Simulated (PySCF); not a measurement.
**Functional dependence of a UV spectrum**

Species: disulfur monoxide, S₂O.
SMILES: `O=S=S`

Linear-response calculations in the def2-SVPD basis (PySCF; singlets by full response, triplets Tamm–Dancoff, core orbitals frozen in the response; HF means time-dependent Hartree–Fock). 'Strongest' is the level of largest summed f among the singlets computed (10 roots, of which the last may lack a degenerate partner); it can jump between rows when another state enters that window. S1 is the lowest singlet of each run and needn't be the same state throughout; f(S1) is that of one state. Geometry: PBE0-D3(BJ)/def2-SVP; no solvent, vibrations or thermal averaging.

```csv
functional,kind,S1 (eV),f(S1),strongest (eV),T1 (eV),HOMO (eV),gap (eV),"ionisation energy, ΔSCF (eV)"
LDA,LDA,2.28,0.000,7.18,1.79,-7.17,2.00,10.78
PBE,GGA,2.28,0.000,7.12,1.72,-7.04,2.02,10.55
B3LYP,"global hybrid, 20% exact exchange",2.26,0.000,7.32,1.71,-8.04,3.57,10.68
PBE0,"global hybrid, 25% exact exchange",2.30,0.000,4.38,1.70,-8.30,3.99,10.67
BHandHLYP,"global hybrid, 50% exact exchange",2.30,0.000,4.27,1.72,-9.41,5.98,10.57
CAM-B3LYP,range-separated hybrid,2.27,0.000,4.27,1.72,-9.61,6.39,10.70
wB97X-D,range-separated hybrid,2.26,0.000,4.32,1.75,-10.16,7.54,10.76
LC-wPBE,range-separated hybrid,2.30,0.000,4.29,1.71,-11.00,8.78,10.74
HF,Hartree–Fock,2.40,0.000,4.16,1.45,-11.20,10.08,not settled
```

S1 runs from 2.26 eV (B3LYP) to 2.40 eV (HF), a spread of 0.14 eV, while the orbital gap spreads over 8.1 eV. −ε(HOMO) comes closest to its own ΔSCF ionisation energy with LC-wPBE (+0.26 eV) and misses most with LDA (-3.60 eV). 'Not settled' means that the ion's SCF failed to converge or may have ended in another state than the lowest.
